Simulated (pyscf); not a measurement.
# Addition across a multiple bond or ene-type step: O=PH + PH₃ → HO–PH–PH₂

Gas phase, singlet surface, charge 0. Bonds broken: P4–H5. Bonds formed: O1–H5, P2–P4. Single points on ωB97X-D3(BJ)/def2-SVP structures (PySCF, gas phase). Correlated levels are frozen-core, on RHF or UHF. ΔMP2 is the change of the MP2 total energy from the triple- to the quadruple-zeta basis.

Transition state (Å):

```xyz
7

O      0.1636    -0.3469     1.2599
P     -1.3971    -0.2366     1.1206
H     -1.8507    -1.5049     0.5678
P     -0.7422     0.3371    -1.0124
H      0.4185    -0.3180    -0.2206
H     -0.4491     1.7183    -0.9699
H     -1.2187     0.2296    -2.3526
```

One imaginary mode, 1418i cm⁻¹; descent along it reached the two sides named, in the forms told below.

| bond | change | reactant side (Å) | saddle | product side |
|---|---|---|---|---|
| P4–H5 | breaks | 1.418 | 1.550 | 2.8 |
| O1–H5 | forms | 3.7 | 1.503 | 0.975 |
| P2–P4 | forms | 2.9 | 2.304 | 2.201 |

Electronic energies relative to the separated reactants (eV):

```csv
level,barrier,reaction energy,reverse barrier
ωB97X-D3(BJ)/def2-TZVP,0.50,-1.62,2.12
PBE/def2-TZVP,0.25,-1.43,1.68
r²SCAN/def2-TZVP,0.30,-1.54,1.83
B3LYP-D3(BJ)/def2-TZVP,0.56,-1.37,1.94
PBE0-D3(BJ)/def2-TZVP,0.29,-1.66,1.95
M06-2X/def2-TZVP,0.63,-1.52,2.15
ωB97M-D3(BJ)/def2-TZVP,0.72,-1.38,2.11
HF/def2-TZVP,1.42,-1.29,2.71
MP2/def2-QZVPP,0.54,-1.39,1.94
CCSD/def2-TZVPP,0.92,-1.33,2.24
CCSD(T)/def2-TZVPP,0.77,-1.30,2.08
CCSD(T)/def2-TZVPP + ΔMP2(QZVPP),0.70,-1.34,2.04
```

With CCSD(T)/def2-TZVPP + ΔMP2(QZVPP) energies and thermal terms (ideal gas, 1 atm, RRHO with modes under 100 cm⁻¹ raised to 100, one conformer, R ln 2 for rigid chiral ones), in eV:

| T (K) | ΔH‡ | ΔG‡ | ΔH | ΔG |
|---|---|---|---|---|
| 298 | 0.71 | 1.18 | -1.17 | -0.74 |
| 600 | 0.72 | 1.65 | -1.13 | -0.31 |
| 900 | 0.75 | 2.10 | -1.09 | +0.09 |
| 1200 | 0.78 | 2.55 | -1.05 | +0.48 |

On the reactant side the descent ends in a bound adduct, 0.37 eV under the separated species and 0.87 eV under the saddle at ωB97X-D3(BJ)/def2-TZVP. One saddle was located; it need not be the lowest between these sides. The CCSD(T) − MP2 part came from Ansatz, without density fitting, on the same reference.
